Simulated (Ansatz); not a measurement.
Species: CH₃, SMILES `[CH3]` (charge 0, multiplicity 2), formula CH3.

**Question.** How many basis functions does frozen-core CCSD(T)/cc-pVTZ // PBE0-D3(BJ)/def2-TZVP run with Ansatz (a program for electronic structure) use, how many core orbitals are frozen, and how many electrons are correlated?

**Answer.** 72 basis functions and 1 frozen orbitals, which leaves 7 correlated electrons. Core time is of the order of seconds.
